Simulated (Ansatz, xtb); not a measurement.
**Two isomers of C4H8O**

Structure I is `CCCC=O`, a singlet and structure II is `CCC(C)=O`, a singlet. Both are isolated molecules in the gas phase, relaxed with PBE-D3(BJ)/def2-SVP; each stands in its lowest conformer found.

I (Å):

```yaml
atoms:
  - { symbol: C, position_ang: [0.5796, -2.4371, 0.0894] }
  - { symbol: C, position_ang: [-0.3388, -1.6714, 1.0411] }
  - { symbol: C, position_ang: [-1.0732, -0.5142, 0.3692] }
  - { symbol: C, position_ang: [-1.9942, 0.2651, 1.2787] }
  - { symbol: O, position_ang: [-2.1707, 0.0267, 2.4568] }
  - { symbol: H, position_ang: [1.0974, -3.2688, 0.6077] }
  - { symbol: H, position_ang: [1.3606, -1.7766, -0.3428] }
  - { symbol: H, position_ang: [0.0131, -2.8750, -0.7592] }
  - { symbol: H, position_ang: [0.2395, -1.2737, 1.9017] }
  - { symbol: H, position_ang: [-1.0891, -2.3559, 1.4903] }
  - { symbol: H, position_ang: [-1.6866, -0.8594, -0.4973] }
  - { symbol: H, position_ang: [-0.3647, 0.2197, -0.0841] }
  - { symbol: H, position_ang: [-2.5356, 1.1248, 0.7725] }
```

II (Å):

```yaml
atoms:
  - { symbol: C, position_ang: [1.0500, 0.3660, 2.2722] }
  - { symbol: C, position_ang: [0.4564, -0.4838, 1.1556] }
  - { symbol: C, position_ang: [-1.0703, -0.4895, 1.1364] }
  - { symbol: C, position_ang: [-1.7297, -1.3878, 0.1022] }
  - { symbol: O, position_ang: [-1.7248, 0.1877, 1.9135] }
  - { symbol: H, position_ang: [2.1569, 0.3609, 2.2367] }
  - { symbol: H, position_ang: [0.7306, -0.0066, 3.2654] }
  - { symbol: H, position_ang: [0.7001, 1.4139, 2.1967] }
  - { symbol: H, position_ang: [0.8022, -1.5410, 1.2106] }
  - { symbol: H, position_ang: [0.7965, -0.1354, 0.1533] }
  - { symbol: H, position_ang: [-1.5207, -2.4524, 0.3400] }
  - { symbol: H, position_ang: [-2.8223, -1.2228, 0.1040] }
  - { symbol: H, position_ang: [-1.3176, -1.2030, -0.9113] }
```

Quicker runs give these differences E(II) − E(I): GFN2-xTB −32.1 kJ/mol; HF/STO-3G −26.2 kJ/mol (at GFN2-xTB geometries); r2SCAN-D4/def2-SVP −32.8 kJ/mol (at GFN2-xTB geometries).

Question: Estimate E(II) − E(I) at the level CCSD(T)/def2-SVP + ΔMP2/def2-TZVPP.

Answer: Calculated at CCSD(T)/def2-SVP + ΔMP2/def2-TZVPP: E(II) − E(I) = −28.8 kJ/mol, so structure II lies lower.

Level by level:

| level | geometry | E(II) − E(I) (kJ/mol) | departure from the last row (kJ/mol) | job, with rough time for the two |
| --- | --- | --- | --- | --- |
| GFN2-xTB | GFN2-xTB | −32.1 | −3.3 | optimisation, 0.1 s |
| HF/STO-3G | GFN2-xTB | −26.2 | +2.6 | single point, 0.24 s |
| r2SCAN-D4/def2-SVP | GFN2-xTB | −32.8 | −3.9 | single point, 1.6 s |
| PBE-D3(BJ)/def2-SVP | PBE-D3(BJ)/def2-SVP | −29.5 | −0.7 | optimisation, 21 s |
| HF/def2-SVP | PBE-D3(BJ)/def2-SVP | −29.0 | −0.2 | part of the CCSD(T) run |
| MP2/def2-SVP | PBE-D3(BJ)/def2-SVP | −27.4 | +1.5 | part of the CCSD(T) run |
| CCSD(T)/def2-SVP | PBE-D3(BJ)/def2-SVP | −26.6 | +2.2 | single point |
| CCSD(T)/def2-SVP + ΔMP2/def2-TZVPP | PBE-D3(BJ)/def2-SVP | −28.8 |  | single point, 19 s |

As drawn, both hold the same kinds of bond in the same numbers. Structure I has 1 methyl group, II 2.

None of the levels shown reverses the order. The largest departure from CCSD(T)/def2-SVP + ΔMP2/def2-TZVPP is that of r2SCAN-D4/def2-SVP, 3.9 kJ/mol. The last row adds to CCSD(T) the change of the MP2 difference between the two basis sets, here −2.2 kJ/mol.

With harmonic frequencies from PBE-D3(BJ)/def2-SVP (ideal gas, rigid rotor, one conformer each, 298.15 K, 1 atm): on the last row, ΔE + ΔZPE = −30.4 kJ/mol. A mode under 50 cm⁻¹ makes harmonic enthalpies and free energies unreliable, so none is given.

The correlated steps freeze 5 core orbitals. Programs: Ansatz 0.2.0, xtb 6.7.1; the last row on 2 threads of Intel(R) Xeon(R) 6975P-C (Granite Rapids) on a shared host.
